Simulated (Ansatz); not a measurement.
1T (CdI2-type) CdI2

Method: PBEsol (Ansatz, an electronic-structure program, PAW).

Settings: plane-wave cutoff 520 eV, 12×12×6 k mesh (along the axes of the cell as run), perturbation theory, force constants from a 6×6×2 q mesh, scalar-relativistic PAW data made under PBE.

Cell: relaxed at this level.

high-frequency dielectric constant (mean over three axes): 5.30
static dielectric constant (mean over three axes): 10.3
zero-point energy: 0.014 eV/atom

Note: the cell comes from a level without a dispersion term, which matters for the spacing of layers, chains or molecules; the cell has widely spaced layers and the level no dispersion term, so their spacing and the moduli can rest on weak binding.

Spin–orbit coupling is not included.

The result took about 4 core-hours (a rough figure).
